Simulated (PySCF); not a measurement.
# Be, Be+, Be(2+): ionisation energies and excitation energies in aug-cc-pCVTZ

Aim: the ionisation energy and excitation energy of beryllium from differences of total energies, at each level of theory, and how far each lands from the tabulated value where there is one.

Program: PySCF 2.14.0. Level of theory: unrestricted determinants in a Gaussian basis, no spin-orbit coupling in the energies. These are calculated values, not measurements, unless marked.

**1. The system**

```
Element                                   : beryllium (Z = 4)
Basis                                     : aug-cc-pCVTZ (7s6p4d2f, 59 functions)
Hamiltonian                               : no relativity, point nucleus
State 1                                   : Be: [He] 2s2, closed-shell 1S
State 2                                   : Be+: [He] 2s1, 2S determinant
State 3                                   : Be(2+): 1s2, closed-shell 1S
State 4                                   : Be: [He] 2p2, high-spin 3P determinant (an excited configuration)
State 5                                   : Be: [He] 2s1 3s1, high-spin 3S determinant (an excited configuration)
State 6                                   : Be: [He] 2s1 2p1, high-spin 3P determinant (an excited configuration)
State 7                                   : Be: [He] 2s1 3d1, high-spin 3D determinant (an excited configuration)
State 8                                   : Be+: [He] 3d1, 2D determinant (an excited configuration)
State 9                                   : Be+: [He] 2p1, 2P determinant (an excited configuration)
Methods                                   : CCSD(T), CCSDT
Core shells frozen in the correlated runs : valence and next inner shell: nothing (for Be)
```

The outer shells:

Be [He] 2s2
```
[He] core
2s [↑↓]
```

Be+ [He] 2s1
```
[He] core
2s [↑ ]
```

Be2+ 1s2
```
1s [↑↓]
```

Be [He] 2p2
```
[He] core
2p [↑ ][↑ ][  ]
```

The runs were made by one driver on top of PySCF. The scripts below sum up each run's settings (the driver also hands on starting orbitals that pick excited configurations, and frozen orbitals as a list rather than a count), and the logs come from the driver's own runs. The driver starts from symmetry-adapted Hartree-Fock orbitals, holds the occupation by maximum overlap and uses a logarithmic radial grid for functionals, so a plain start would take other cycles.

The integrals over 59 functions and the set-up took 0.2 s of CPU time.

**2. Be, method by method**

#### CCSD(T) (valence and next inner shell)

input.py

```python
from pyscf import gto, scf, dft, mp, cc
import basis_set_exchange as bse
mol = gto.M(atom="Be 0 0 0", charge=0, spin=0, symmetry="D2h",
            basis=gto.basis.parse(bse.get_basis("aug-cc-pCVTZ", elements=["Be"], fmt="nwchem")))
mf = scf.UHF(mol)
mf.irrep_nelec = {'Ag': (2, 2)}
mf.kernel()
mycc = cc.CCSD(mf, frozen=0).run()
mycc.ccsd_t()
```

#### CCSDT (valence and next inner shell)

**3. Be+, at CCSD(T) (valence and next inner shell)**

#### CCSD(T) (valence and next inner shell)

input.py

```python
from pyscf import gto, scf, dft, mp, cc
import basis_set_exchange as bse
mol = gto.M(atom="Be 0 0 0", charge=1, spin=1, symmetry="D2h",
            basis=gto.basis.parse(bse.get_basis("aug-cc-pCVTZ", elements=["Be"], fmt="nwchem")))
mf = scf.UHF(mol)
mf.irrep_nelec = {'Ag': (2, 1)}
mf.kernel()
mycc = cc.CCSD(mf, frozen=0).run()
mycc.ccsd_t()
```

**4. Be(2+), at CCSD(T) (valence and next inner shell)**

#### CCSD(T) (valence and next inner shell)

input.py

```python
from pyscf import gto, scf, dft, mp, cc
import basis_set_exchange as bse
mol = gto.M(atom="Be 0 0 0", charge=2, spin=0, symmetry="D2h",
            basis=gto.basis.parse(bse.get_basis("aug-cc-pCVTZ", elements=["Be"], fmt="nwchem")))
mf = scf.UHF(mol)
mf.irrep_nelec = {'Ag': (1, 1)}
mf.kernel()
mycc = cc.CCSD(mf, frozen=0).run()
mycc.ccsd_t()
```

**5. Be [He] 2p2, at CCSD(T) (valence and next inner shell)**

#### CCSD(T) (valence and next inner shell)

input.py

```python
from pyscf import gto, scf, dft, mp, cc
import basis_set_exchange as bse
mol = gto.M(atom="Be 0 0 0", charge=0, spin=2, symmetry="D2h",
            basis=gto.basis.parse(bse.get_basis("aug-cc-pCVTZ", elements=["Be"], fmt="nwchem")))
mf = scf.UHF(mol)
mf.irrep_nelec = {'Ag': (1, 1), 'B1u': (1, 0), 'B2u': (1, 0)}
mf.kernel()
mycc = cc.CCSD(mf, frozen=0).run()
mycc.ccsd_t()
```

**6. Be [He] 2s1 3s1, at CCSD(T) (valence and next inner shell)**

#### CCSD(T) (valence and next inner shell)

input.py, as its differences from that of step 5:

```diff
@@ -5,3 +5,3 @@
 mf = scf.UHF(mol)
-mf.irrep_nelec = {'Ag': (1, 1), 'B1u': (1, 0), 'B2u': (1, 0)}
+mf.irrep_nelec = {'Ag': (3, 1)}
 mf.kernel()
```

**7. Be [He] 2s1 2p1: CCSD(T) (valence and next inner shell)**

#### CCSD(T) (valence and next inner shell)

input.py, as its differences from that of step 6:

```diff
@@ -5,3 +5,3 @@
 mf = scf.UHF(mol)
-mf.irrep_nelec = {'Ag': (3, 1)}
+mf.irrep_nelec = {'Ag': (2, 1), 'B2u': (1, 0)}
 mf.kernel()
```

**8. Be [He] 2s1 3d1: CCSD(T) (valence and next inner shell)**

#### CCSD(T) (valence and next inner shell)

input.py, as its differences from that of step 7:

```diff
@@ -5,3 +5,3 @@
 mf = scf.UHF(mol)
-mf.irrep_nelec = {'Ag': (2, 1), 'B2u': (1, 0)}
+mf.irrep_nelec = {'Ag': (2, 1), 'B1g': (1, 0)}
 mf.kernel()
```

**9. Be+ [He] 3d1: CCSD(T) (valence and next inner shell)**

#### CCSD(T) (valence and next inner shell)

input.py

```python
from pyscf import gto, scf, dft, mp, cc
import basis_set_exchange as bse
mol = gto.M(atom="Be 0 0 0", charge=1, spin=1, symmetry="D2h",
            basis=gto.basis.parse(bse.get_basis("aug-cc-pCVTZ", elements=["Be"], fmt="nwchem")))
mf = scf.UHF(mol)
mf.irrep_nelec = {'Ag': (1, 1), 'B1g': (1, 0)}
mf.kernel()
mycc = cc.CCSD(mf, frozen=0).run()
mycc.ccsd_t()
```

**10. Be+ [He] 2p1, at CCSD(T) (valence and next inner shell)**

#### CCSD(T) (valence and next inner shell)

input.py, as its differences from that of step 9:

```diff
@@ -5,3 +5,3 @@
 mf = scf.UHF(mol)
-mf.irrep_nelec = {'Ag': (1, 1), 'B1g': (1, 0)}
+mf.irrep_nelec = {'Ag': (1, 1), 'B2u': (1, 0)}
 mf.kernel()
```

Before running it: what results should come out?

The runs gave:

| quantity | value |
| --- | --- |
| ionisation energy, Be | UHF 8.043, CCSD(T) (valence and next inner shell) 9.303 eV; reference 9.323 |
| ionisation energy, Be+ | UHF 18.127, CCSD(T) (valence and next inner shell) 18.192 eV; reference 18.211 |
| excitation energy, Be → [He] 2p2 | UHF 6.445, CCSD(T) (valence and next inner shell) 7.427 eV; reference 7.401 |
| excitation energy, Be → [He] 2s1 3s1 | UHF 5.324, CCSD(T) (valence and next inner shell) 6.450 eV; reference 6.457 |
| excitation energy, Be → [He] 2s1 2p1 | UHF 1.618, CCSD(T) (valence and next inner shell) 2.732 eV; reference 2.725 |
| excitation energy, Be → [He] 2s1 3d1 | UHF 7.963, CCSD(T) (valence and next inner shell) 9.007 eV |

Accuracy by level (over 7 differences):

| method | mean absolute miss against the measured values (with the measured fine structure taken into account where it is known) (eV) |
| --- | --- |
| UHF | 0.671 |
| MP2 (valence and next inner shell) | 0.254 |
| SCS-MP2 (valence and next inner shell) | 0.138 |
| CCSD (valence and next inner shell) | 0.040 |
| CCSD(T) (valence and next inner shell) | 0.039 |

CCSD(T) (valence and next inner shell) lands nearest to the measured values (mean absolute error over 7 measured values 0.04 eV), level with CCSD (valence and next inner shell); UHF misses by most (0.67 eV). All values hold for this basis alone; no basis-set limit was taken.
